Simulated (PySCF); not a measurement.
**[C5H6P]-: core ionisation energies**

Species: C5H6P (charge -1).
Geometry (GFN2-xTB, Å), atoms numbered from 1 in this order:
```
atom  x, y, z in Å
C1     2.694   -0.150   -0.225
C2     1.769   -0.739    0.290
P3     0.571   -1.687    1.109
C4    -0.889   -0.626    0.698
C5    -1.073    0.080   -0.613
C6    -0.852    0.872    0.642
H7     3.461    0.381   -0.713
H8    -1.789   -1.062    1.131
H9    -0.257    0.040   -1.320
H10   -2.058    0.099   -1.070
H11    0.109    1.352    0.760
H12   -1.684    1.438    1.050
```

Level of theory: delta-SCF UKS SCAN, pcX-2 on the ionised atom, pcseg-1 elsewhere, spin-free X2C in PySCF. These are vertical core ionisation energies against the vacuum level, from separate self-consistent calculations with and without the core hole.

**Question.** What binding energy does each computed site have?

**Answer.** 
```
atom(s)              bonded to  level  binding energy (eV)  above the level's lowest (eV)  count
     C1  C (triple bond) and H   C 1s               283.81                           0.00      1
     C2  C (triple bond) and P   C 1s               284.59                          +0.78      1
     C4           2 C, H and P   C 1s               285.53                          +1.72      1
  C5/C6            2 C and 2 H   C 1s               285.82                          +2.01      2
     P3                    2 C   P 1s              2142.87                           0.00      1
```

The listed C 1s values span 2.01 eV, from C1 (bonded to C (triple bond) and H) to C5/C6 (bonded to 2 C and 2 H). The widest gap between neighbouring values is 0.94 eV, between 284.59 and 285.53 eV.

**Question.** What is the C 1s shift of C5/C6 against C4?

**Answer.** 285.82 − 285.53 = +0.29 eV, or +28 kJ/mol.

**Question.** Which effective nuclear charge Zeff reproduces each element's mean 1s value in the hydrogen-like formula E = 13.606 eV × Zeff²?

**Answer.** C (Z = 6): mean 285.1 eV, Zeff = 4.58, Z − Zeff = 1.42; P (Z = 15): mean 2142.9 eV, Zeff = 12.55, Z − Zeff = 2.45. Means run over the listed sites, weighted by atom count.

The first atom of each set that the bonding makes equivalent was ionised and stands for the set. Not every level is listed. The species carries charge -1, so core ionisation leaves a neutral species. The basis sets have no added diffuse functions. The structure is a single GFN2-xTB conformer in the gas phase; no vibrational or solvent corrections.

On an Intel Xeon Platinum 8488C with one thread, no GPU, shared host with 192 logical CPUs at a one-minute load of 20, this took 46 s wall and 0.47 GiB of memory at its peak.
